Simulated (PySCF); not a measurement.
PySCF run on Mg2

Input:

```python
from pyscf import gto, scf

mol = gto.M(
    atom='Mg 0 0 0; Mg 0 0 2.575',
    basis='pcseg-2',
    charge=0,
    spin=0,
    verbose=4,
)
mf = scf.UHF(mol)
field = 0.005  # electric field along z, atomic units
h = mf.get_hcore() + field*mol.intor('int1e_r')[2]
mf.get_hcore = lambda *args: h
e_nuc = mol.energy_nuc() - field*mol.atom_charges() @ mol.atom_coords()[:, 2]
mf.energy_nuc = lambda *args: e_nuc
mf.kernel()
mf.analyze()
print('orbital energies (hartree):', [e[max(0, n-3):n+3].round(4) for e, n in zip(mf.mo_energy, mol.nelec)])
```

```bash
$ OMP_NUM_THREADS=1 python input.py
```

Output (some set-up lines and the per-cycle HOMO/LUMO lines with their warnings removed):

```
PySCF version 2.14.0

[INPUT] verbose = 4
[INPUT] num. atoms = 2
[INPUT] num. electrons = 24
[INPUT] charge = 0
[INPUT] spin (= nelec alpha-beta = 2S) = 0
[INPUT] symmetry False subgroup None
[INPUT] Mole.unit = angstrom
[INPUT] Symbol           X                Y                Z      unit          X                Y                Z       unit  Magmom
[INPUT]  1 Mg     0.000000000000   0.000000000000   0.000000000000 AA    0.000000000000   0.000000000000   0.000000000000 Bohr   0.0
[INPUT]  2 Mg     0.000000000000   0.000000000000   2.575000000000 AA    0.000000000000   0.000000000000   4.866044770755 Bohr   0.0

nuclear repulsion = 29.5928226689243
number of shells = 6
number of NR pGTOs = 94
number of NR cGTOs = 38
basis = pcseg-2
ecp = {}

******** <class 'pyscf.scf.uhf.UHF'> ********
method = UHF
initial guess = minao
damping factor = 0
level_shift factor = 0
DIIS = <class 'pyscf.scf.diis.CDIIS'>
diis_start_cycle = 1
diis_space = 8
diis_damp = 0
SCF conv_tol = 1e-09
SCF conv_tol_grad = None
SCF max_cycles = 50
direct_scf = True
direct_scf_tol = 1e-13
number electrons alpha = 12  beta = 12
Set gradient conv threshold to 3.16228e-05
init E= -399.390980623696
cycle= 1 E= -399.165958544589  delta_E= 0.225  |g|= 0.0444  |ddm|=  1.1
cycle= 2 E= -399.16993284492  delta_E= -0.00397  |g|= 0.0134  |ddm|= 0.234
cycle= 3 E= -399.170243607128  delta_E= -0.000311  |g|= 0.00514  |ddm|= 0.0812
cycle= 4 E= -399.170321761348  delta_E= -7.82e-05  |g|= 0.000771  |ddm|= 0.0533
cycle= 5 E= -399.170324161019  delta_E= -2.4e-06  |g|= 0.000212  |ddm|= 0.00874
cycle= 6 E= -399.170324376361  delta_E= -2.15e-07  |g|= 9.03e-05  |ddm|= 0.00307
cycle= 7 E= -399.170324453224  delta_E= -7.69e-08  |g|= 7.42e-05  |ddm|= 0.00134
cycle= 8 E= -399.17032449031  delta_E= -3.71e-08  |g|= 7.77e-05  |ddm|= 0.000555
cycle= 9 E= -399.170324411736  delta_E= 7.86e-08  |g|= 6.37e-05  |ddm|= 0.00112
cycle= 10 E= -399.170324340257  delta_E= 7.15e-08  |g|= 2.41e-05  |ddm|= 0.00188
cycle= 11 E= -399.17032433678  delta_E= 3.48e-09  |g|= 3.78e-06  |ddm|= 0.000707
cycle= 12 E= -399.170324336817  delta_E= -3.7e-11  |g|= 4.26e-07  |ddm|= 0.00011
Extra cycle  E= -399.170324336817  delta_E= -5.12e-13  |g|= 2.02e-07  |ddm|= 7.57e-06
converged SCF energy = -399.170324336817  <S^2> = 2.2915003e-12  2S+1 = 1
**** SCF Summaries ****
Total Energy =                        -399.170324336817202
Nuclear Repulsion Energy =              29.300859982678968
One-electron Energy =                 -617.816313626862097
Two-electron Energy =                  189.345129307365909
Two-electron Coulomb Energy =          221.385506580732169
DFT Exchange-Correlation Energy =      -32.040377273366261
**** MO energy ****
                             alpha | beta                alpha | beta
[1 lines left out]
MO #2   energy= -48.9650371134486  | -48.9650371182718  occ= 1 | 1
MO #3   energy= -3.75454126248655  | -3.75454125904051  occ= 1 | 1
MO #4   energy= -3.75013623174505  | -3.75013624247604  occ= 1 | 1
MO #5   energy= -2.27178370545869  | -2.27178369990332  occ= 1 | 1
MO #6   energy= -2.26974834939812  | -2.26974835028433  occ= 1 | 1
MO #7   energy= -2.26974834939811  | -2.26974835028433  occ= 1 | 1
MO #8   energy= -2.26702203459773  | -2.26702203598016  occ= 1 | 1
MO #9   energy= -2.26599070051406  | -2.26599070541193  occ= 1 | 1
MO #10  energy= -2.26599070051405  | -2.26599070541193  occ= 1 | 1
MO #11  energy= -0.331396843115137 | -0.33139675861238  occ= 1 | 1
MO #12  energy= -0.182702709147248 | -0.182702847786969 occ= 1 | 1
MO #13  energy= 0.0331858516892844 | 0.0331859127690009 occ= 0 | 0
MO #14  energy= 0.033185851689287  | 0.0331859127690054 occ= 0 | 0
MO #15  energy= 0.0471700952521203 | 0.0471699596366255 occ= 0 | 0
[23 lines left out]

To work with the spin densities directly, `use mulliken_meta_spin()` only printing them here.

 ** Mulliken spin pop alpha/beta on meta-lowdin orthogonal AOs **
 ** Mulliken Spin Density (per AO)  **
 ** Mulliken Spin Density (per atom)  **
spin density of  0 Mg =      0.00000
spin density of  1 Mg =     -0.00000
 ** Mulliken pop alpha/beta on meta-lowdin orthogonal AOs **
 ** Mulliken pop       alpha | beta **
pop of  0 Mg 1s        1.00000 | 1.00000
pop of  0 Mg 2s        0.99997 | 0.99997
pop of  0 Mg 3s        0.97928 | 0.97928
pop of  0 Mg 4s        0.01736 | 0.01736
pop of  0 Mg 5s        0.00142 | 0.00142
pop of  0 Mg 2px       0.99998 | 0.99998
pop of  0 Mg 2py       0.99998 | 0.99998
pop of  0 Mg 2pz       0.99997 | 0.99997
pop of  0 Mg 3px       0.00001 | 0.00001
pop of  0 Mg 3py       0.00001 | 0.00001
pop of  0 Mg 3pz       0.02271 | 0.02271
pop of  0 Mg 4px       0.00001 | 0.00001
[26 lines left out]
In total            12.00000 | 12.00000
 ** Mulliken atomic charges   ( Nelec_alpha | Nelec_beta ) **
charge of  0Mg =     -0.05082  (     6.02541      6.02541 )
charge of  1Mg =      0.05082  (     5.97459      5.97459 )
Dipole moment(X, Y, Z, Debye):  0.00000,  0.00000,  3.59775
orbital energies (hartree): [array([-2.266 , -0.3314, -0.1827,  0.0332,  0.0332,  0.0472]), array([-2.266 , -0.3314, -0.1827,  0.0332,  0.0332,  0.0472])]
```

In short: E(SCF) = -399.170324 Eh, 12 cycles, μz(SCF) = 3.60 D.

Hardware: Arm Neoverse N1, 1 thread, shared host. Wall time 1.6 s.

The bond length is a typed value, not an optimised one. No search for the lowest solution was made.
